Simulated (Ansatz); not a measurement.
Reaction: C4H6 (but-1-yne, SMILES C#CCC) → C3H3 (SMILES C#C[CH2], doublet) + CH3 (SMILES [CH3], doublet) (the C-C bond breaks)
Each species at its own B3LYP-D3(BJ)/def2-TZVP minimum (Ansatz, an electronic-structure program).

Quantity: bond dissociation energy (electronic), in kJ/mol. Radicals and triplets start from unrestricted determinants; spin-orbit coupling is neglected. CBS(X,Y): correlation extrapolated as X^-3, Hartree-Fock from the larger set. A bracket is a step between two methods taken in the basis named. Functionals run without relativity, which enters their misses. '+ core + X2C': CCSD(T) terms for core correlation (cc-pwCVTZ) and scalar relativity (cc-pVTZ-DK). The UHF reference of C3H3 (C#C[CH2], doublet) is spin-contaminated (<S^2> up to 0.21 over the pure value in the sets run).

CCSD(T)/CBS(cc-pVTZ,cc-pVQZ) + [CCSDT(Q) - CCSD(T)]/cc-pVDZ + core + X2C (Ansatz) gives 359.6 kJ/mol.

Question: What does PBE/def2-TZVPD (Ansatz) give here, and how do the other levels compare?

Answer: PBE gives 337.0 kJ/mol, 22.6 kJ/mol below it. Differences of the others: B3LYP/def2-TZVPD (Ansatz) -39.9; PBE0/def2-TZVPD (Ansatz) -21.5; CCSD(T)/CBS(cc-pVTZ,cc-pVQZ) + core + X2C (Ansatz) 2.1 kJ/mol.
